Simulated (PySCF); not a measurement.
Molecule: `O=C1CCC1`, C4H6O.

Geometry:
```
atom   x (Å)   y (Å)   z (Å)
  O1   2.231  -0.305  -0.679
  C2   1.119  -0.123  -0.282
  C3   0.071   0.959  -0.528
  C4  -0.970   0.020   0.129
  C5   0.160  -0.933   0.587
  H6   0.288   1.867   0.060
  H7  -0.076   1.257  -1.577
  H8  -1.582   0.461   0.927
  H9  -1.639  -0.445  -0.608
 H10   0.417  -0.837   1.655
 H11   0.079  -2.005   0.348
```

Spin–spin couplings on one PBE0-D3(BJ)/def2-SVP geometry, PySCF, gas phase, non-relativistic, equivalent pairs averaged (without the spin–dipole term); isotopes 13C; basis pcJ-1.

Reference values (Hz): 1J(C2,C3) = 29.7 (measured; liquid or solution; F. J. Weigert, PhD thesis, Caltech 1968 (Carbon-13 magnetic resonance spectroscopy)); 1J(C3,C4) = 28.5 (measured; liquid or solution; F. J. Weigert, PhD thesis, Caltech 1968 (Carbon-13 magnetic resonance spectroscopy)); 2J(C3,C5) = 9.5 (measured; liquid or solution; F. J. Weigert, PhD thesis, Caltech 1968 (Carbon-13 magnetic resonance spectroscopy)).

Q: How do the couplings (Hz) change with the functional? Times are CPU seconds on shared hosts with different chips, so compare them loosely; the GGAs took longer than the global hybrids here, which isn't the general rule, and the cause wasn't traced.

A: 
```tsv
functional	functions	1J(C2,C3)	1J(C3,C4)	2J(C3,C5)	mean abs. error	core-s
HF	195	70.8	61.6	-0.3	27.8	13
LDA	195	15.0	16.5	11.8	9.7	14
PBE	195	24.2	25.5	12.9	4.0	19
KT2	195	15.4	18.1	13.4	9.5	19
B3LYP	195	31.1	31.2	11.2	2.0	12
PBE0	195	30.5	30.3	9.8	1.0	17
B97-2	195	29.7	30.0	10.8	0.9	17
BHandHLYP	195	41.8	40.3	8.2	8.4	17
CAM-B3LYP	195	31.6	31.4	9.8	1.7	23
```

Errors compare magnitudes, without vibrational corrections, and the largest couplings weigh most in the mean. Closest: B97-2 and PBE0, practically level; furthest: HF.
